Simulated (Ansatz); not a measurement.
# ZnBr2: the relaxed shape and its frontier levels

What does ZnBr2 look like as a singlet, and where do its frontier electrons sit?

Method: RKS PBE0-D4/def2-TZVP; program: Ansatz 0.2.0, Gaussian basis.

Levels to be run: relaxation at PBE0-D4/def2-TZVP; a search for the lowest solution at PBE0-D4/def2-SVP; a single point at PBE0-D4/def2-TZVP; harmonic vibrations at PBE0-D4/def2-TZVP.

### Step 1. The system as given

3 atoms, charge 0, spin multiplicity 1.

Atoms are counted from 1 here; the program's logs count them from 0.

Bond lengths: Zn1–Br2 2.280 Å, Zn1–Br3 2.280 Å. Angles: Br2–Zn1–Br3 179.3°.

Geometry (Å):

```
Zn   -0.0079   -0.0046    0.0001
Br   -0.0131   -0.0189    2.2800
Br    0.0210    0.0234   -2.2801
```

The start is a GFN2-xTB geometry.

### Step 2. Relaxation at PBE0-D4/def2-TZVP

in.yaml

```yaml
crystal:
  periodic: [false, false, false]
  atoms:
    - {symbol: Zn, position_ang: [-0.007900, -0.004560, 0.000050]}
    - {symbol: Br, position_ang: [-0.013070, -0.018880, 2.280040]}
    - {symbol: Br, position_ang: [0.020970, 0.023440, -2.280080]}
basis:
  gaussian: {orbitals: def2-TZVP}
hamiltonian: {xc: pbe0, dispersion: d4}
scf: {lower_state_search: "off"}
output: {orbitals: {seedname: orbitals}}
relax: {f_tol: 0.02, max_steps: 100}
```

Started as:

```sh
ansatz run in.yaml --threads 4 --pin off --events-out ev --progress --plain --max-ram 3916MiB
```

After this run come: Searching for the lowest solution, PBE0-D4/def2-SVP; Single point, PBE0-D4/def2-TZVP; Harmonic vibrations.

**Question.** What will the summary of the whole plan be? Wanted: point group; near neighbours of the metal; HOMO, LUMO at PBE0-D4/def2-TZVP; charge on the metal; dipole at PBE0-D4/def2-TZVP; lowest, highest wavenumber.

The runs gave:

| quantity | value |
| --- | --- |
| point group | D∞h |
| near neighbours of the metal | Br 2.22, Br 2.22 Å |
| HOMO, LUMO at PBE0-D4/def2-TZVP | -8.58, -1.78 eV |
| charge on the metal (Mulliken, PBE0-D4/def2-TZVP) | +0.55 e |
| dipole at PBE0-D4/def2-TZVP | 0.01 D |
| lowest, highest wavenumber | 80, 402 cm⁻¹ |

The molecule keeps its bonding pattern by the stored test; the atoms moved 0.05 Å (rms). All wavenumbers are real: a minimum at this level. The HOMO lies nearest to Br2, Br3 about 48 % each and the LUMO to Zn1 54 %; Br2, Br3 about 23 % each.
